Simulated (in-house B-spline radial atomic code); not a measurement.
Xe. Computed with a B-spline radial atomic code. Model: non-relativistic spherical atom: semilocal Troullier-Martins pseudo-atom, one channel per l, against all electrons, high spin, G0W0 and RPA with empty states to l = 8, local potential for every l without a channel, a model core (radius 0 = none) keeps its share of the functional.

Without relativity these are model numbers for so heavy an element.

What the tables leave out is listed at the end.

The pseudopotential gives back the lowest level of each angular momentum of its own functional in the configuration it was made in; a second state of the same l is only approximately right. Exact exchange, RPA and GW see the smooth pseudo-orbitals and miss the exchange with the core, for which the functional's share stands in. The column with an uncorrelated core keeps all orbitals and exact exchange, and so separates missing core correlation from pseudisation. Only the three outermost levels and the lowest empty one were computed. RPA here is direct RPA, with no exchange kernel, and its energies carry an (l + 1/2)⁻⁴ tail. A hybrid on a potential with a model core restores only its own semilocal share of the core's exchange.

Command:
```bash
python run_psgw.py task.json out
```
Settings (lengths in bohr, energies in hartree):
```
Z                      54
electrons              54
configuration          [Kr] 4d10 5s2 5p6
generated_in           [Kr] 4d10 5s2 5p6
functional             pbe,pbe
core_shells            8
radius_factor          1.3
core_correction        True
```

Time taken, with all properties: 22 s on 1 thread of Intel(R) Xeon(R) Platinum 8375C CPU @ 2.90GHz (Ice Lake), on a shared host.

Given: made with PBE; model core radius 0.556 bohr; local radius 1.206 bohr; mean-field start PBE.

Valence shells of the generating configuration: 4d, 5s, 5p.

Channel: s 2.217, p 2.505, d 0.977 (radii in bohr).

Computed: largest level miss in the spin-unpolarised generating configuration 0.001 eV; valence RPA correlation energy pseudo -1.3363 hartree; all-electron RPA polarisability, core included 25.233 bohr³; pseudo-atom RPA polarisability 25.183 bohr³.

| level | occupied | mean-field all-electron (eV) | mean-field pseudo minus all (eV) | G0W0 all-electron (eV) | G0W0 uncorrelated core minus all (eV) | G0W0 pseudo minus all (eV) | exchange self-energy all-electron (eV) | exchange self-energy pseudo (eV) |
| --- | --- | --- | --- | --- | --- | --- | --- | --- |
| 5p | 1 | -8.2896 | 0 | -12.38 | 0.014 | -0.481 | -18.558 | -17.604 |

**Question.** What is the valence RPA correlation energy all-electron orbitals?

**Answer.** -1.0904 hartree.

Given: mean-field start PBE0.

Computed: valence RPA correlation energy all-electron orbitals -1.0324 hartree; valence RPA correlation energy pseudo -1.2787 hartree; all-electron RPA polarisability, core included 22.112 bohr³.

```csv
level,occupied,mean-field all-electron (eV),mean-field pseudo minus all (eV),G0W0 all-electron (eV),G0W0 uncorrelated core minus all (eV),G0W0 pseudo minus all (eV),exchange self-energy all-electron (eV),exchange self-energy pseudo (eV)
5p,1,-9.5731,-0.081,-12.614,0.016,-0.409,-18.558,-17.887
```

**Question.** What is the pseudo-atom RPA polarisability?

**Answer.** 21.456 bohr³.

Among the listed levels the largest G0W0 shift of the pseudo-atom is -0.48 eV, for 5p on the PBE start, while leaving the core uncorrelated moves that level by +0.01 eV. So pseudisation and the lost core exchange, not the missing core correlation, make the error. Not in the tables (levels of low weight, unsolved or above zero; the highest and the empty levels are kept at any weight): on PBE the G0W0 levels 5s (pseudo minus all -1.14 eV, weights 0.13 and 0.15), 4d (pseudo minus all +3.89 eV, weights 0.61 and 0.49); on PBE0 the G0W0 levels 5s (pseudo minus all -0.97 eV, weights 0.10 and 0.25), 4d (pseudo minus all +6.15 eV, weights 0.69 and 0.61); no Hartree-Fock pseudo-atom is run with a model core.
